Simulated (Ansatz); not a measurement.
System (SMILES): P#P (P2).
Atoms: P1, P2. Bonds: P1-P2.

Basis-set convergence of the optimised P1-P2 bond length at CCSD(T) with Ansatz (a program for electronic structure). The reference of a correlated method is not its basis-set limit, which lies further on. All functions are spherical. Cores are frozen. A restricted Hartree-Fock determinant is unstable towards unrestricted orbitals. No added dispersion term, no relativity. Reference: the value in def2-QZVPP, 1.9017 Å, itself unsure by roughly 0.0002 Å (its distance from cc-pV(Q+d)Z). Deviations are taken from unrounded values. Cost is core time over that of aug-cc-pV(D+d)Z, rough, on shared machines of one kind. It counts the whole optimisation.

| basis | functions | cost |
|---|---|---|
| aug-cc-pV(D+d)Z | 64 | 1× |
| def2-TZVPPD | 96 | 3× |
| jun-cc-pV(T+d)Z | 96 | 3× |
| aug-cc-pV(T+d)Z | 110 | 5× |
| cc-pCVTZ | 118 | 7× |

Task: Which is the smallest set listed that can be trusted to 0.003 Å here, that is, within that of the reference together with its larger relatives (same family, alike in diffuse functions; a set with none to test it counts only in the reference's own line)?

Result: Of the sets listed that have larger relatives (same family, alike in diffuse functions), none stays within 0.003 Å of the reference together with them. Value minus reference: aug-cc-pV(D+d)Z 0.0269, def2-TZVPPD 0.0064, jun-cc-pV(T+d)Z 0.0084, aug-cc-pV(T+d)Z 0.0084, cc-pCVTZ 0.0078 Å.
